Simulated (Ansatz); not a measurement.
System (SMILES): [C-]#[S+] (C-S).
Atoms: C1, S2. Bonds: C1-S2.

Basis-set convergence of the highest harmonic wavenumber at PBE0 with Ansatz (a first-principles code). Each level at its own minimum, finite differences of forces, unscaled; the reference is a large set that could be run, not a limit. Cartesian d functions, on some or all atoms, in 6-311+G**; all else is spherical. The program fits the integrals of some runs and decomposes those of others, by size. No added dispersion term, no relativity. Reference: the value in aug-cc-pV(Q+d)Z, 1331 cm⁻¹. Deviations are taken from unrounded values.

| basis | functions | highest harmonic wavenumber (cm⁻¹) | minus reference (cm⁻¹) |
|---|---|---|---|
| 6-31G | 22 | 1202 | -128 |
| pcseg-0 | 22 | 1149 | -182 |
| aug-pcseg-1 | 50 | 1333 | 2 |
| 6-311+G** | 53 | 1332 | 1 |
| aug-cc-pV(D+d)Z | 55 | 1333 | 2 |
| cc-pV(T+d)Z | 69 | 1330 | -1 |
| 6-311++G(3df,3pd) | 86 | 1334 | 4 |
| jun-cc-pV(T+d)Z | 87 | 1330 | 0 |
| cc-pCVTZ | 102 | 1327 | -3 |

The smallest set listed that lies within 10 cm⁻¹ of the reference with all its larger relatives (same family, alike in diffuse functions; a set with none counts only in the reference's own line) is aug-pcseg-1 (50 functions, 2 cm⁻¹ off). Inside the window by cancellation, since a larger relative falls out: 6-311+G**. Inside, with no larger relative to test it: 6-311++G(3df,3pd), cc-pCVTZ. (Relatives not listed, tested too: 6-311++G(2d,2p) -11, aug-pcseg-2 -1, aug-cc-pV(T+d)Z -1, cc-pV(Q+d)Z 0, aug-cc-pV(Q+d)Z 0 cm⁻¹.)
